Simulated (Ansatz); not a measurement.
Two shapes of singlet C₄H₈.

Shape 1:

```xyz
12

C     0.0000    0.0000    0.0000
C     0.0000    0.0000    1.3350
C     0.0000    1.2287   -0.8604
C     0.0000   -1.2287    2.1954
H     0.0000   -0.9668   -0.5033
H     0.0000    0.9668    1.8383
H     0.0000    2.1161   -0.2274
H     0.8898    1.2321   -1.4899
H    -0.8898    1.2321   -1.4899
H     0.0000   -2.1161    1.5624
H     0.8898   -1.2321    2.8249
H    -0.8898   -1.2321    2.8249
```

Shape 2:

```xyz
12

C     0.0239   -0.0407   -0.0164
C     0.0180   -0.0402    1.3114
C     0.0009    1.2774   -0.8717
C    -0.0241   -1.2645    2.2207
H     0.0360   -0.9323   -0.5060
H     0.0130    0.9760    1.8857
H     0.0108    2.1446   -0.1878
H     0.8791    1.1891   -1.5130
H    -0.8447    1.2533   -1.4930
H     0.0312   -2.1490    1.5414
H     0.8509   -1.2523    2.8009
H    -0.8922   -1.1832    2.8149
```

Basis set: 6-31G* (spherical functions). Correlated methods keep 4 orbitals frozen. Charge 0, multiplicity 1.

Computed with Ansatz (development build ahead of 0.2.0); each method stands on the lowest determinant of its kind that the runs found.

Problem. Which shape is lower in energy, and by how much in each method?

Solution.

| method | E(2) − E(1) (eV) |
| --- | --- |
| RHF | 0.507 |
| RHF-MP2 | 0.515 |

Shape 1 is lower.
